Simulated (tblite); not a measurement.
Compound: C5H6P (charge -1).
Bonds: C1–C2, C2–C3 (aromatic), C3–C4 (aromatic), C4–C5 (aromatic), C5–P6 (aromatic), C2–P6 (aromatic). Hydrogens: H7, H8, H9 on C1; H10 on C3; H11 on C4; H12 on C5.

Structure optimised with GFN2-xTB, isolated species.

Q: Give the optimised bond lengths and angles.

A: 
| bond | length (Å) |
| --- | --- |
| C1–C2 | 1.503 |
| C2–C3 | 1.380 |
| C3–C4 | 1.400 |
| C4–C5 | 1.375 |
| C5–P6 | 1.746 |
| C2–P6 | 1.760 |
| C1–H7, C1–H8, C1–H9 | 1.093 |
| C3–H10 | 1.087 |
| C4–H11 | 1.086 |
| C5–H12 | 1.084 |

Bonds in one row agree within 0.01 Å and their mean is given. A selection of angles:
| angle | degrees |
| --- | --- |
| C2–C1–H7 | 110.1 |
| C2–C1–H8 | 111.5 |
| H7–C1–H8 | 108.1 |
| C1–C2–C3 | 123.7 |
| C1–C2–P6 | 124.4 |
| C3–C2–P6 | 111.8 |
| C2–C3–C4 | 113.3 |
| C2–C3–H10 | 123.0 |
| C4–C3–H10 | 123.7 |
| C3–C4–C5 | 112.4 |
| C3–C4–H11 | 123.9 |
| C5–C4–H11 | 123.7 |
| C4–C5–P6 | 112.9 |
| C4–C5–H12 | 124.9 |
| P6–C5–H12 | 122.1 |
| C2–P6–C5 | 89.5 |

C5 (aromatic CH carbon) is planar (angles 124.9°, 122.1° and 112.9°, sum 360.0°, 0.00 Å off the plane of its three neighbours). P6 (phosphorus bonded to 2 C) is bent (angle 89.5°). C2 (substituted aromatic carbon) is planar (angles 124.4°, 123.7° and 111.8°, sum 360.0°, 0.00 Å off the plane of its three neighbours). The 5-membered ring C2–C3–C4–C5–P6 has internal angles of 89.5° to 113.3° (sum 540°, against 540° for a flat polygon); it is planar, 0.00 Å rms from its mean plane, widest ring torsion 0°. Of the pairs four or more bonds apart, H7···H10 is among the closest relative to their van der Waals radii: 2.48 Å, 103 % of the sum of Bondi's values. C3 (aromatic CH carbon) is planar (angles 123.7°, 123.0° and 113.3°, sum 360.0°, 0.00 Å off the plane of its three neighbours). The 6 heavy atoms lie in one plane (0.001 Å rms).

Point group: near Cs, missed by 0.10 Å at most; the miss may be what the optimiser left on a soft mode. GFN2-xTB frequencies show an imaginary mode (82i cm⁻¹), so the point is no minimum at that level.

All values are computed, not measured.
